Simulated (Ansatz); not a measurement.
# C2H6FNO: the cost of one run

All numbers below are computed with Ansatz 0.2.0 (RKS PBE0-D4/def2-mTZVP).

## (1) The starting structure

Bond lengths: N1–C2 1.428 Å, C2–F3 1.336 Å, C2–C4 1.566 Å, C4–O5 1.361 Å, N1–H6 1.004 Å, N1–H7 1.015 Å, C2–H8 1.048 Å, C4–H9 1.102 Å, C4–H10 1.107 Å, O5–H11 0.996 Å. Angles (14 of 16 angles, heavy atoms first): N1–C2–F3 104.1°, N1–C2–C4 110.8°, F3–C2–C4 106.7°, C2–C4–O5 114.0°, N1–C2–H8 112.7°, F3–C2–H8 108.0°, C4–C2–H8 113.8°, C2–N1–H6 110.4°, C2–N1–H7 111.0°, C2–C4–H9 105.9°, C2–C4–H10 105.9°, O5–C4–H9 111.5°, O5–C4–H10 110.8°, C4–O5–H11 104.6°.

Coordinates:

```xyz
11

N    -0.3158    1.1252    0.9139
C    -0.6207   -0.1653    0.3837
F     0.0094   -1.0111    1.2033
C     0.0206   -0.3488   -1.0331
O     1.3576   -0.0962   -1.0728
H    -0.3692    1.1130    1.9161
H     0.6215    1.4140    0.6510
H    -1.6447   -0.3845    0.4168
H    -0.5376    0.3228   -1.7058
H    -0.1913   -1.3943   -1.3288
H     1.7357   -0.6318   -0.3236
```

## (2) End point A

input.yaml reads:

```yaml
crystal:
  periodic: [false, false, false]
  atoms:
    - { symbol: "N", position_ang: [-0.3158, 1.1252, 0.9139] }
    - { symbol: C, position_ang: [-0.6207, -0.1653, 0.3837] }
    - { symbol: F, position_ang: [0.0094, -1.0111, 1.2033] }
    - { symbol: C, position_ang: [0.0206, -0.3488, -1.0331] }
    - { symbol: O, position_ang: [1.3576, -0.0962, -1.0728] }
    - { symbol: H, position_ang: [-0.3692, 1.113, 1.9161] }
    - { symbol: H, position_ang: [0.6215, 1.414, 0.651] }
    - { symbol: H, position_ang: [-1.6447, -0.3845, 0.4168] }
    - { symbol: H, position_ang: [-0.5376, 0.3228, -1.7058] }
    - { symbol: H, position_ang: [-0.1913, -1.3943, -1.3288] }
    - { symbol: H, position_ang: [1.7357, -0.6318, -0.3236] }
basis:
  gaussian: { orbitals: def2-mTZVP }
hamiltonian:
  xc: pbe0
  dispersion: d4
relax:
  f_tol: 0.015
  max_steps: 40
```

The run is started by

```sh
$ ansatz run input.yaml --threads 2 --pin off --max-ram 3072MiB --backend cpu --events-out ev --progress --plain --runs-dir out
```

Q: Estimate wall time and peak memory on 2 threads of Arm Neoverse V1, shared host.

About 34 s, with a peak of 0.25 GiB.
